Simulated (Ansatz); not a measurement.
What does this script print? It uses the Ansatz DFT code, driven from Python.

`c2h7nos.py`
```python
'''Electronic structure of the C2H7NOS molecule.'''

from pathlib import Path

import ansatz as az
from ase import Atoms
import numpy as np
import pandas as pd

atoms = Atoms(['N', 'C', 'S', 'C', 'O', 'H', 'H', 'H', 'H', 'H', 'H', 'H'], positions=[
    (-1.31, -1.8265, 0.7048),
    (-0.8918, -0.4461, 0.3887),
    (0.592, -0.5927, -0.595),
    (0.9975, 1.1697, -0.8737),
    (1.2875, 1.7968, 0.3166),
    (-1.4616, -2.2612, -0.1932),
    (-0.577, -2.2661, 1.1791),
    (-1.613, 0.111, -0.1871),
    (-0.6883, 0.1153, 1.3614),
    (1.7477, 1.2726, -1.5593),
    (0.0283, 1.6443, -1.2702),
    (1.9656, 1.2277, 0.7617),
])
mol = az.Crystal.molecule_from_ase(atoms)

job = mol.calculation()
job = job.basis(gaussian='cc-pVDZ')
job = job.functional('R2SCAN0').forces()
job = job.orbitals()
print(job.to_yaml())
res = job.run(runs_dir='out')
summary = res.report

for key in ('converged', 'free_energy_ev', 'reference_energy_ev', 'n_frozen', 'n_occupied', 'n_virtual'):
    print(f'{key:22s} {summary[key]}')

symbols = [site.symbol for site in mol.cartesian_sites]
forces = np.array(summary['forces_ev_ang'])
print('largest force', round(float(np.linalg.norm(forces, axis=1).max()), 4), 'eV/A, rms', round(float(np.sqrt((forces ** 2).mean())), 4))

charges = summary['charge_distribution']
table = pd.DataFrame({'atom': symbols, 'mulliken': charges['mulliken_charges_e'], 'lowdin': charges['lowdin_charges_e']})
print(table.round(3).to_string())
print('dipole (e A):', np.round(charges['dipole_moment_e_ang'], 4) + 0.0)

lines = Path(summary['orbitals_path']).read_text().splitlines()
field_of = lambda key: [line.split('=')[1].strip() for line in lines if line.startswith(key)]
orbitals = [(27.211386 * float(e), s, float(n)) for e, s, n in zip(field_of('Ene='), field_of('Spin='), field_of('Occup='))]
homo = max(e for e, _, n in orbitals if n > 0.5)
lumo = min(e for e, _, n in orbitals if n < 0.5)
for e, spin, n in sorted(orbitals):
    if homo - 6 < e < lumo + 5:
        print(f'{spin:6s} {e:10.3f} eV  occupation {n:.0f}')
```

```console
$ python c2h7nos.py
crystal:
  periodic: [false, false, false]
  atoms:
    - { symbol: "N", position_ang: [-1.31, -1.8265, 0.7048] }
    - { symbol: C, position_ang: [-0.8918, -0.4461, 0.3887] }
    - { symbol: S, position_ang: [0.592, -0.5927, -0.595] }
    - { symbol: C, position_ang: [0.9975, 1.1697, -0.8737] }
    - { symbol: O, position_ang: [1.2875, 1.7968, 0.3166] }
    - { symbol: H, position_ang: [-1.4616, -2.2612, -0.1932] }
    - { symbol: H, position_ang: [-0.577, -2.2661, 1.1791] }
    - { symbol: H, position_ang: [-1.613, 0.111, -0.1871] }
    - { symbol: H, position_ang: [-0.6883, 0.1153, 1.3614] }
    - { symbol: H, position_ang: [1.7477, 1.2726, -1.5593] }
    - { symbol: H, position_ang: [0.0283, 1.6443, -1.2702] }
    - { symbol: H, position_ang: [1.9656, 1.2277, 0.7617] }
basis:
  gaussian:
    orbitals: cc-pVDZ
hamiltonian:
  xc: r2scan0
output:
  orbitals: {}
  forces: true

converged              True
free_energy_ev         -16555.34252654787
reference_energy_ev    -16555.34252654787
n_frozen               0
n_occupied             [25, 25]
n_virtual              [84, 84]
largest force 4.519 eV/A, rms 1.3374
   atom  mulliken  lowdin
0     N    -0.219   0.176
1     C    -0.053  -0.206
2     S    -0.156   0.260
3     C     0.063  -0.242
4     O    -0.299   0.175
5     H     0.106  -0.029
6     H     0.100  -0.050
7     H     0.076  -0.016
8     H     0.087   0.005
9     H     0.046  -0.046
10    H     0.076   0.007
11    H     0.173  -0.034
dipole (e A): [ 0.172  -0.0471 -0.0892]
Alpha     -12.144 eV  occupation 2
Alpha     -11.229 eV  occupation 2
Alpha     -11.011 eV  occupation 2
Alpha      -9.026 eV  occupation 2
Alpha      -8.278 eV  occupation 2
Alpha      -7.242 eV  occupation 2
Alpha      -6.701 eV  occupation 2
Alpha       1.227 eV  occupation 0
Alpha       2.100 eV  occupation 0
Alpha       2.702 eV  occupation 0
Alpha       3.287 eV  occupation 0
Alpha       3.610 eV  occupation 0
Alpha       3.839 eV  occupation 0
Alpha       4.263 eV  occupation 0
Alpha       4.696 eV  occupation 0
Alpha       5.071 eV  occupation 0
Alpha       5.625 eV  occupation 0
```

Notes:
- Total energies depend on the basis set; only differences at equal settings carry meaning.
- The geometry is a force-field or estimated start, not a minimum of this method, and the basis set is short of its limit.
- The Löwdin charges here are taken after orthogonalising the functions within each atom; they differ from plain Löwdin charges, and their signs can be unphysical.
- Alpha marks a spatial orbital of a restricted run, filled by both spins.
- Levels such as HOMO and LUMO are orbital energies: with these approximate functionals they aren't the ionisation energy and electron affinity, and their gap isn't the fundamental gap.
- Timing: 8.1 s on 1 thread of Arm Neoverse V2 (shared host), peak memory 0.35 GiB.
